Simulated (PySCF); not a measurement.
BN: energy against distance

Set-up: B STO-3G, N STO-3G; no relativity (PySCF 2.14). Energies in eV from B + N in their ground configurations at the same level. All curves are PBE0. state 1: ³Π (triplet), unpaired electrons σ ↑, π ↑; state 2: Ms = 0 determinant of mixed spin (⟨S²⟩ near 0.7), paired orbitals spin-polarised, a second solution, started from another occupation; state 3: Ms = 0 determinant of mixed spin (⟨S²⟩ near 1.0), unpaired electrons σ ↑, π ↓, a second solution, started from another occupation; state 4: ³Σ⁻ (triplet), unpaired electrons π ↑↑, a second solution, started from another occupation.

| R (Å) | state 1 | state 2 | state 3 | state 4 |
| --- | --- | --- | --- | --- |
| 1.153 | -3.654 | -4.472 | -3.324 | 0.673 |
| 1.207 | -4.523 | -4.946 | -4.210 | -0.740 |
| 1.260 | -5.014 | -5.080 | -4.718 | -1.765 |
| 1.301 | -5.191 | -5.012 | -4.909 | -2.335 |
| 1.341 | -5.240 | -4.836 | -4.971 | -2.766 |
| 1.381 | -5.187 | -4.576 | -4.932 | -3.084 |
| 1.435 | -4.995 | -4.139 | -4.759 | -3.367 |
| 1.502 | -4.619 | -3.505 | -4.408 | -3.547 |
| 1.582 | -4.053 | -2.698 | -3.871 | -3.578 |
| 1.690 | -3.246 | -1.647 | -3.087 | -3.411 |

Put a parabola through the three lowest points of the state 1 curve and estimate Re, k and ωe (reduced mass 6.164 u; 1 eV/Å² = 0.16022 mdyn/Å; ωe = 1302.8·√(k/μ) cm⁻¹).

Through R = 1.301, 1.341, 1.381 Å the second-order coefficient is 31.9 eV/Å², so Re ≈ 1.340 Å, k ≈ 10.2 mdyn/Å and ωe ≈ 1677 cm⁻¹. A polynomial fit of higher order to the unrounded PBE0 energies gives Re = 1.339 Å, k = 10.2 mdyn/Å, ωe = 1675 cm⁻¹; anharmonicity and rounding make the difference.

The higher-order fit for each curve: state 1: Re = 1.339 Å, ωe = 1675 cm⁻¹, De = 5.24 eV; state 2: Re = 1.260 Å, ωe = 1956 cm⁻¹, minimum 5.08 eV below the ground-state fragments; state 3: Re = 1.344 Å, ωe = 1646 cm⁻¹, minimum 4.97 eV below the ground-state fragments; state 4: Re = 1.556 Å, ωe = 1031 cm⁻¹, minimum 3.59 eV below the ground-state fragments.

⟨S²⟩ of the unrestricted solution departs from its pure value on part of the curve, where spin states mix. STO-3G is very small, so such numbers show the basis as much as the molecule. The state is the lowest determinant that a PBE0 search found; another state may lie lower at other levels.
